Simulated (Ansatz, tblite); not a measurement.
# AsAsAsAs tetrahedron (As₄): charged states by level of theory

An exercise on one series of results from a longer session: the logs are not shown, and one member is left open.

The runs use Ansatz 0.2.0, Gaussian basis; as each input shows.

The runs, in order: charge +1 doublet, at the geometry of the singlet (PBE0-D4/def2-TZVP, PBE-D4/def2-TZVP, r2SCAN-D4/def2-TZVP, CCSD(T)/def2-SVP); charge -1 doublet, at the geometry of the singlet (PBE0-D4/def2-TZVPD, PBE-D4/def2-TZVPD, r2SCAN-D4/def2-TZVPD); the starting singlet's energies come from earlier runs.

## The relaxed structure

The geometry is that of the singlet, from an earlier relaxation (PBE-D4/def2-SVP).

4 atoms, charge 0, spin multiplicity 1.

Atoms are counted from 1 here; the program's logs count them from 0.

Bond lengths: As1–As2 2.463 Å, As1–As3 2.463 Å, As1–As4 2.463 Å, As2–As3 2.463 Å, As2–As4 2.463 Å, As3–As4 2.463 Å. Angles: As2–As1–As3 60.0°, As2–As1–As4 60.0°, As3–As1–As4 60.0°, As1–As2–As3 60.0°, As1–As2–As4 60.0°, As3–As2–As4 60.0°, As1–As3–As2 60.0°, As1–As3–As4 60.0°, As2–As3–As4 60.0°, As1–As4–As2 60.0°, As1–As4–As3 60.0°, As2–As4–As3 60.0°.

Set-up of the first run:

Contents of in.yaml:

```yaml
crystal:
  periodic: [false, false, false]
  atoms:
    - {symbol: As, position_ang: [1.412639, 0.036887, 0.527116]}
    - {symbol: As, position_ang: [-0.960784, 0.336613, 1.112803]}
    - {symbol: As, position_ang: [-0.147611, 1.006686, -1.113342]}
    - {symbol: As, position_ang: [-0.304235, -1.380176, -0.526567]}
basis:
  gaussian: {orbitals: def2-SVP}
total_charge: 1
magnetization: {spin_polarized: true, initial_magnetization: 1}
hamiltonian: {xc: pbe0, dispersion: d4}
output: {orbitals: {seedname: orbitals}}
```

Command:

```console
$ ansatz run in.yaml --threads 4 --pin off --events-out ev --progress --plain --max-ram 3916MiB
```

Among the steps run: Charge +1 doublet at the fixed geometry, first pass, PBE0-D4/def2-SVP; Charge +1 doublet at the fixed geometry, PBE0-D4/def2-TZVP; Charge +1 doublet at the fixed geometry, PBE-D4/def2-TZVP; Charge +1 doublet at the fixed geometry, r2SCAN-D4/def2-TZVP; Charge +1 doublet at the fixed geometry, CCSD(T)/def2-SVP.

One table of the session follows, with a row left open; its other results are not shown here.

It belongs to the step «Vertical ionisation energy». 

| method | vertical ionisation energy (eV) |
| --- | --- |
| HF/def2-SVP | 8.21 |
| PBE-D4/def2-TZVP | 8.69 |
| r2SCAN-D4/def2-TZVP | 8.85 |
| PBE0-D4/def2-TZVP | 8.81 |
| MP2/def2-SVP | ? |
| CCSD/def2-SVP | 8.74 |
| CCSD(T)/def2-SVP | 8.74 |

Estimate the missing values for MP2/def2-SVP.

The run gave: vertical ionisation energy (eV): 8.89. In the column «vertical ionisation energy (eV)» it is the highest.
